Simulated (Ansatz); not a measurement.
An input meant for AlMe2H (C₂H₇Al) (charge 0, singlet).

```yaml
crystal:
  periodic: [false, false, false]
  atoms:
    - {symbol: Al, position_ang: [-0.369011, -0.661708, -0.044915]}
    - {symbol: C, position_ang: [1.581556, -0.535369, -0.034367]}
    - {symbol: H, position_ang: [1.966785, -0.422501, 1.015959]}
    - {symbol: H, position_ang: [2.064147, -0.130399, -0.797145]}
    - {symbol: H, position_ang: [2.014647, -1.551028, 0.052422]}
    - {symbol: C, position_ang: [-1.184996, 1.221787, 0.018296]}
    - {symbol: H, position_ang: [-1.233083, 1.714212, -0.875337]}
    - {symbol: H, position_ang: [-0.969411, 1.750321, 0.722362]}
    - {symbol: H, position_ang: [-2.453395, 0.974679, -0.026706]}
    - {symbol: H, position_ang: [-1.416848, -2.067139, -0.134283]}
basis:
  gaussian: {orbitals: "6-31++G**"}
hamiltonian: {xc: {name: B3LYP5}}
scf: {lower_state_search: full}
relax: {f_tol: 0.0001, max_steps: 1}
output: {forces: true}
```

```sh
$ ansatz run in.yaml --threads 4 --pin off --events-out ev --progress --plain --max-ram 3916MiB
```

Output, abridged:

```
Functional definition: B3LYP5
1019 factors; integrals over basis functions are off by at most 5.5e-4 eV
mean field evaluation 1: about -8762.5709 eV, gradient 8.5e1 eV
mean field evaluation 2: about -8762.5700 eV, gradient 8.5e1 eV
mean field evaluation 4: about -8779.7501 eV, gradient 1.0e1 eV
mean field evaluation 8: about -8780.1611 eV, gradient 4.0e-1 eV
mean field evaluation 16: about -8756.6682 eV, gradient 5.7e1 eV
mean field -8780.16156484 eV, -322.6649861005 hartree, gradient 4.0e-5 eV, S^2 0.000000; 0 other end points of the search recorded, 0 dependent functions left out
reference -8780.16189192 eV, -322.6649981204 hartree; 16, 16 occupied and 87, 87 virtual orbitals, 1019 factors
relax step   1: F+E_penalty+E_count = -8780.16156484 eV  Δ(F+E_penalty+E_count) = +0.000e0 eV  max|allowed force component| = 9.824e0 eV/Å  Δτ_max = 0.0000 Å  (29 SCF iters, accepted)
Error: geometry relaxation did not converge after 1 steps: max|allowed force component| = 9.82e0 eV/Å (threshold 1.0e-4). Raise `relax.max_steps` over both its present limit and 1, loosen `relax.f_tol`, or start from a geometry closer to equilibrium. Where this run's directory can be resumed (`checkpoint.write`), a resume goes on for up to `relax.max_steps` more
```

In this input the relaxation is allowed too few steps for its threshold. The SCF steps converged, but the relaxation ran out of steps.
